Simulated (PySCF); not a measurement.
PySCF input for formamide cation (CH3NO), SMILES C(=O)N (connectivity only; charge and spin as stated), charge +1, multiplicity 2, TDA-CAM-B3LYP/def2-SVPD. Geometry optimised at B3LYP-D3(BJ)/def2-TZVP. The spin state was assumed, not searched. One conformer was computed; it need not be the lowest.

```python
import numpy as np
from pyscf import gto, scf, dft, tdscf

mol = gto.M(
    atom='''
    N     0.15530273   -1.06868709    0.00000000
    C    -0.37848004    0.11000745    0.00000000
    O     0.24145422    1.20946682    0.00000000
    H     1.16259848   -1.20179682    0.00000000
    H    -0.43595447   -1.89210309    0.00000000
    H    -1.47451662    0.23893033    0.00000000
    ''',
    basis='def2-SVPD',
    charge=1,
    spin=1,
    max_memory=1600,
    verbose=4,
)
mf = dft.UKS(mol, xc='cam-b3lyp').density_fit(auxbasis='def2-universal-jkfit')
mf.grids.level = 3
mf.conv_tol = 1e-9
mf.max_cycle = 100
mf.kernel()
fine, coarse = mf.grids, dft.Grids(mol).set(level=1).build(with_non0tab=True)
for _ in range(3):  # follow internal instabilities
    mf.grids = coarse
    mo, _, stable, _ = mf.stability(return_status=True, nroots=4)
    mf.grids = fine
    if stable:
        break
    mf.kernel(mf.make_rdm1(mo, mf.mo_occ))
mf.grids = dft.Grids(mol).set(level=1).build(with_non0tab=True)  # coarser grid for the response kernel
td = tdscf.TDA(mf)
td.nstates = 10
td.conv_tol = 1e-4
td.positive_eig_threshold = 1e-6
td.kernel(x0=td.get_init_guess(mf, 15))
td.analyze()
```

Output:

```
PySCF version 2.14.0

[INPUT] verbose = 4
[INPUT] num. atoms = 6
[INPUT] num. electrons = 23
[INPUT] charge = 1
[INPUT] spin (= nelec alpha-beta = 2S) = 1
[INPUT] symmetry False subgroup None
[INPUT] Mole.unit = angstrom
[INPUT] Symbol           X                Y                Z      unit          X                Y                Z       unit  Magmom
[INPUT]  1 N      0.155302730000  -1.068687090000   0.000000000000 AA    0.293479626097  -2.019525912958   0.000000000000 Bohr   0.0
[INPUT]  2 C     -0.378480040000   0.110007450000   0.000000000000 AA   -0.715223619214   0.207883952162   0.000000000000 Bohr   0.0
[INPUT]  3 O      0.241454220000   1.209466820000   0.000000000000 AA    0.456282347420   2.285561046549   0.000000000000 Bohr   0.0
[INPUT]  4 H      1.162598480000  -1.201796820000   0.000000000000 AA    2.196992720036  -2.271066847173   0.000000000000 Bohr   0.0
[INPUT]  5 H     -0.435954470000  -1.892103090000   0.000000000000 AA   -0.823834551080  -3.575556639543   0.000000000000 Bohr   0.0
[INPUT]  6 H     -1.474516620000   0.238930330000   0.000000000000 AA   -2.786432577919   0.451512886552   0.000000000000 Bohr   0.0

nuclear repulsion = 71.2273659566045
number of shells = 37
number of NR pGTOs = 123
number of NR cGTOs = 87
basis = def2-SVPD
ecp = {}


******** <class 'pyscf.df.df_jk.DFUKS'> ********
method = DFUKS
initial guess = minao
damping factor = 0
level_shift factor = 0
DIIS = <class 'pyscf.scf.diis.CDIIS'>
diis_start_cycle = 1
diis_space = 8
diis_damp = 0
SCF conv_tol = 1e-09
SCF conv_tol_grad = None
SCF max_cycles = 100
direct_scf = False
number electrons alpha = 12  beta = 11
XC library pyscf.dft.libxc version 7.1.2
    S. Lehtola, C. Steigemann, M. J. T. Oliveira, and M. A. L. Marques,  SoftwareX 7, 1–5 (2018)
XC functionals = cam-b3lyp
    T. Yanai, D. P. Tew, and N. C. Handy,  Chem. Phys. Lett. 393, 51 (2004)
radial grids:
    Treutler-Ahlrichs [JCP 102, 346 (1995); DOI:10.1063/1.469408] (M4) radial grids

[...]
  beta  nocc = 11  HOMO = -0.635533677376043  LUMO = -0.439012472559112
  HOMO = -0.635533677376  LUMO = -0.439012472559  gap/eV = 5.34761
Extra cycle  E= -169.313731745421  delta_E= -4.91e-11  |g|= 4.51e-06  |ddm|= 1.54e-05
converged SCF energy = -169.313731745421  <S^2> = 0.7921443  2S+1 = 2.0417094
tot grids = 22896
uhf_internal: lowest eigs of H = [-0.05715715  0.24832002  0.24970047  0.38143824]
<class 'pyscf.df.df_jk.DFUKS'> wavefunction has an internal instability


******** <class 'pyscf.df.df_jk.DFUKS'> ********
method = DFUKS
initial guess = minao
damping factor = 0
level_shift factor = 0
DIIS = <class 'pyscf.scf.diis.CDIIS'>
diis_start_cycle = 1
diis_space = 8
diis_damp = 0
SCF conv_tol = 1e-09
SCF conv_tol_grad = None
SCF max_cycles = 100
direct_scf = False
number electrons alpha = 12  beta = 11
XC library pyscf.dft.libxc version 7.1.2
    S. Lehtola, C. Steigemann, M. J. T. Oliveira, and M. A. L. Marques,  SoftwareX 7, 1–5 (2018)
XC functionals = cam-b3lyp
    T. Yanai, D. P. Tew, and N. C. Handy,  Chem. Phys. Lett. 393, 51 (2004)
radial grids:
    Treutler-Ahlrichs [JCP 102, 346 (1995); DOI:10.1063/1.469408] (M4) radial grids

becke partition: Becke, JCP 88, 2547 (1988); DOI:10.1063/1.454033
pruning grids: <function nwchem_prune>
grids dens level: 3
symmetrized grids: False
atomic radii adjust function: <function treutler_atomic_radii_adjust>
small_rho_cutoff = 0
Set gradient conv threshold to 3.16228e-05
init E= -169.319950796585
  alpha nocc = 12  HOMO = -0.67409909596028  LUMO = -0.229604133779326
  beta  nocc = 11  HOMO = -0.649644155605975  LUMO = -0.440223096785401
  HOMO = -0.649644155606  LUMO = -0.440223096785  gap/eV = 5.69864
cycle= 1 E= -169.318280831036  delta_E= 0.00167  |g|= 0.18  |ddm|= 0.259
  alpha nocc = 12  HOMO = -0.653994187089737  LUMO = -0.224815064678071
  beta  nocc = 11  HOMO = -0.631823923514915  LUMO = -0.388236901475829
  HOMO = -0.631823923515  LUMO = -0.388236901476  gap/eV = 6.62834
cycle= 2 E= -169.301584615912  delta_E= 0.0167  |g|= 0.285  |ddm|= 0.323
  alpha nocc = 12  HOMO = -0.681874003122378  LUMO = -0.229822670717909
  beta  nocc = 11  HOMO = -0.64841663805959  LUMO = -0.419210590502304
  HOMO = -0.64841663806  LUMO = -0.419210590502  gap/eV = 6.23701
cycle= 3 E= -169.334058192557  delta_E= -0.0325  |g|= 0.0203  |ddm|= 0.187
  alpha nocc = 12  HOMO = -0.67981078244381  LUMO = -0.231211857577116
  beta  nocc = 11  HOMO = -0.649805730033566  LUMO = -0.417030199150752
  HOMO = -0.649805730034  LUMO = -0.417030199151  gap/eV = 6.33414
cycle= 4 E= -169.335123217557  delta_E= -0.00107  |g|= 0.017  |ddm|= 0.0457
  alpha nocc = 12  HOMO = -0.679032164585657  LUMO = -0.23145597019478
  beta  nocc = 11  HOMO = -0.652902868512735  LUMO = -0.41619778192801
  HOMO = -0.652902868513  LUMO = -0.416197781928  gap/eV = 6.44107
cycle= 5 E= -169.336302519726  delta_E= -0.00118  |g|= 0.013  |ddm|= 0.054
  alpha nocc = 12  HOMO = -0.673220685725759  LUMO = -0.23292121418922
  beta  nocc = 11  HOMO = -0.65723704568424  LUMO = -0.410342479305851
  HOMO = -0.657237045684  LUMO = -0.410342479306  gap/eV = 6.71834
cycle= 6 E= -169.338575195532  delta_E= -0.00227  |g|= 0.00955  |ddm|= 0.124
  alpha nocc = 12  HOMO = -0.671464732680484  LUMO = -0.234936298195965
  beta  nocc = 11  HOMO = -0.65921752992573  LUMO = -0.40968223101574
  HOMO = -0.659217529926  LUMO = -0.409682231016  gap/eV = 6.79020
cycle= 7 E= -169.339808891707  delta_E= -0.00123  |g|= 0.00788  |ddm|= 0.0856
  alpha nocc = 12  HOMO = -0.669655955697106  LUMO = -0.235065919420896
  beta  nocc = 11  HOMO = -0.656335434930673  LUMO = -0.410234929000521
  HOMO = -0.656335434931  LUMO = -0.410234929001  gap/eV = 6.69674
cycle= 8 E= -169.340902775932  delta_E= -0.00109  |g|= 0.00588  |ddm|= 0.104
  alpha nocc = 12  HOMO = -0.667579469196241  LUMO = -0.236803700754703
  beta  nocc = 11  HOMO = -0.663807024907491  LUMO = -0.402842360547844
  HOMO = -0.663807024907  LUMO = -0.402842360548  gap/eV = 7.10121
cycle= 9 E= -169.34141219631  delta_E= -0.000509  |g|= 0.00887  |ddm|= 0.114
  alpha nocc = 12  HOMO = -0.66999837013801  LUMO = -0.236251488868227
  beta  nocc = 11  HOMO = -0.655789828750867  LUMO = -0.4116387743012
  HOMO = -0.655789828751  LUMO = -0.411638774301  gap/eV = 6.64369
cycle= 10 E= -169.341454946418  delta_E= -4.28e-05  |g|= 0.00272  |ddm|= 0.0169
  alpha nocc = 12  HOMO = -0.669060501084745  LUMO = -0.236497081901185
  beta  nocc = 11  HOMO = -0.658479377800758  LUMO = -0.408448335566256
  HOMO = -0.658479377801  LUMO = -0.408448335566  gap/eV = 6.80369
cycle= 11 E= -169.341492297642  delta_E= -3.74e-05  |g|= 0.00167  |ddm|= 0.0301
  alpha nocc = 12  HOMO = -0.669293947270305  LUMO = -0.23648941712201
  beta  nocc = 11  HOMO = -0.657902747100666  LUMO = -0.409170844298244
  HOMO = -0.657902747101  LUMO = -0.409170844298  gap/eV = 6.76834
cycle= 12 E= -169.341494985766  delta_E= -2.69e-06  |g|= 0.000786  |ddm|= 0.00475
  alpha nocc = 12  HOMO = -0.669472347886406  LUMO = -0.236450209444005
  beta  nocc = 11  HOMO = -0.657315494823837  LUMO = -0.409822918662408
  HOMO = -0.657315494824  LUMO = -0.409822918662  gap/eV = 6.73462
cycle= 13 E= -169.341495603155  delta_E= -6.17e-07  |g|= 6.14e-05  |ddm|= 0.00237
  alpha nocc = 12  HOMO = -0.669455618186985  LUMO = -0.236460746596003
  beta  nocc = 11  HOMO = -0.657394898922678  LUMO = -0.409725052912336
  HOMO = -0.657394898923  LUMO = -0.409725052912  gap/eV = 6.73944
cycle= 14 E= -169.34149561811  delta_E= -1.5e-08  |g|= 4.51e-05  |ddm|= 0.000694
  alpha nocc = 12  HOMO = -0.669466588253282  LUMO = -0.23645686755699
  beta  nocc = 11  HOMO = -0.657342208438674  LUMO = -0.409780959893034
  HOMO = -0.657342208439  LUMO = -0.409780959893  gap/eV = 6.73648
cycle= 15 E= -169.34149562023  delta_E= -2.12e-09  |g|= 1.72e-05  |ddm|= 9.61e-05
  alpha nocc = 12  HOMO = -0.669466347793359  LUMO = -0.236458848966637
  beta  nocc = 11  HOMO = -0.657353865624989  LUMO = -0.409769992232953
  HOMO = -0.657353865625  LUMO = -0.409769992233  gap/eV = 6.73710
cycle= 16 E= -169.341495620403  delta_E= -1.73e-10  |g|= 6.68e-06  |ddm|= 3.26e-05
  alpha nocc = 12  HOMO = -0.669466628906341  LUMO = -0.236459099094059
  beta  nocc = 11  HOMO = -0.65735149324379  LUMO = -0.409769107048901
  HOMO = -0.657351493244  LUMO = -0.409769107049  gap/eV = 6.73706
Extra cycle  E= -169.341495620448  delta_E= -4.45e-11  |g|= 7.29e-06  |ddm|= 1.26e-05
converged SCF energy = -169.341495620448  <S^2> = 0.7551161  2S+1 = 2.0051096
uhf_internal: lowest eigs of H = [0.05562048 0.30840426 0.31612946 0.3691723 ]
<class 'pyscf.df.df_jk.DFUKS'> wavefunction is stable in the internal stability analysis
tot grids = 22896
Overwritten attributes  positive_eig_threshold  of <class 'pyscf.tdscf.uks.TDA'>


******** <class 'pyscf.tdscf.uks.TDA'> for <class 'pyscf.df.df_jk.DFUKS'> ********
nstates = 10
deg_eia_thresh = 1.000e-03
wfnsym = None
conv_tol = 0.0001
eigh lindep = 1e-12
eigh level_shift = 0
eigh max_cycle = 100


Excitation energies (eV)
[0.98463502 4.48079513 5.11114769 5.65776    7.30771217 8.40712126
 8.78205699 9.17608809 9.83019088 9.91106089]

** Excitation energies and oscillator strengths **
Excited State   1:      0.98464 eV   1259.19 nm  f=0.0000
       9b ->   12b     -0.32895
      11b ->   12b     -0.94043
Excited State   2:      4.48080 eV    276.70 nm  f=0.0019
       7b ->   12b     -0.10403
       8b ->   12b      0.43023
      10b ->   12b     -0.88634
Excited State   3:      5.11115 eV    242.58 nm  f=0.0003
       9b ->   12b     -0.93883
      11b ->   12b      0.33372
Excited State   4:      5.65776 eV    219.14 nm  f=0.0004
      12a ->   13a      0.68328
      11b ->   13b     -0.71878
Excited State   5:      7.30771 eV    169.66 nm  f=0.0254
      12a ->   13a      0.22750
       7b ->   12b     -0.10943
       8b ->   12b     -0.84060
       9b ->   13b      0.10571
      10b ->   12b     -0.39338
      11b ->   13b      0.20616
Excited State   6:      8.40712 eV    147.48 nm  f=0.0012
      11a ->   13a      0.98456
      10b ->   13b     -0.12664
Excited State   7:      8.78206 eV    141.18 nm  f=0.2011
      10a ->   13a      0.30351
      12a ->   13a     -0.50455
       7b ->   12b      0.35311
       8b ->   12b     -0.23643
       9b ->   13b     -0.34050
      10b ->   12b     -0.17731
      11b ->   13b     -0.52298
Excited State   8:      9.17609 eV    135.12 nm  f=0.0419
      10a ->   13a     -0.60604
      12a ->   13a     -0.28552
       7b ->   12b      0.28520
       9b ->   13b      0.62687
      11b ->   13b     -0.19420
Excited State   9:      9.83019 eV    126.13 nm  f=0.0003
       9a ->   13a     -0.32680
      11a ->   13a      0.13191
      10b ->   13b      0.92063
Excited State  10:      9.91106 eV    125.10 nm  f=0.0003
      12a ->   14a      0.51763
      12a ->   15a      0.13043
      11b ->   14b     -0.79065
      11b ->   15b     -0.17394

** Transition electric dipole moments (AU) **
state          X           Y           Z        Dip. S.      Osc.
  1        -0.0000      0.0000     -0.0056      0.0000      0.0000
  2        -0.0222      0.1292     -0.0000      0.0172      0.0019
  3        -0.0000     -0.0000     -0.0486      0.0024      0.0003
  4         0.0181      0.0499     -0.0000      0.0028      0.0004
  5         0.3620     -0.1032      0.0000      0.1417      0.0254
  6        -0.0000      0.0000      0.0762      0.0058      0.0012
  7        -0.0818      0.9633      0.0000      0.9346      0.2011
  8        -0.1203      0.4146     -0.0000      0.1864      0.0419
  9         0.0000      0.0001      0.0345      0.0012      0.0003
 10         0.0000     -0.0000      0.0331      0.0011      0.0003

** Transition velocity dipole moments (imaginary part, AU) **
state          X           Y           Z        Dip. S.      Osc.
  1         0.0000     -0.0000      0.0109      0.0001      0.0022
  2         0.0029     -0.0141      0.0000      0.0002      0.0008
  3        -0.0000      0.0000     -0.0198      0.0004      0.0014
  4        -0.0015     -0.0016     -0.0000      0.0000      0.0000
  5         0.0017      0.0016     -0.0000      0.0000      0.0000
  6        -0.0000      0.0000      0.0042      0.0000      0.0000
  7        -0.0331      0.1082      0.0000      0.0128      0.0265
  8        -0.0273      0.0466     -0.0000      0.0029      0.0058
  9         0.0000      0.0000      0.0078      0.0001      0.0001
 10         0.0000     -0.0000      0.0175      0.0003      0.0006

** Transition magnetic dipole moments (imaginary part, AU) **
state          X           Y           Z
  1         0.3649      0.6590     -0.0000
  2         0.0000     -0.0000     -0.7865
  3         0.1856      0.2975      0.0000
  4         0.0000      0.0000     -0.0079
  5         0.0000      0.0000      0.5062
  6        -0.2549     -0.7180      0.0000
  7        -0.0000     -0.0000      0.4781
  8         0.0000      0.0001      0.2288
  9         0.1767     -0.6585      0.0000
 10         0.1559     -0.0506      0.0000
```

The calculation finished and met its thresholds.
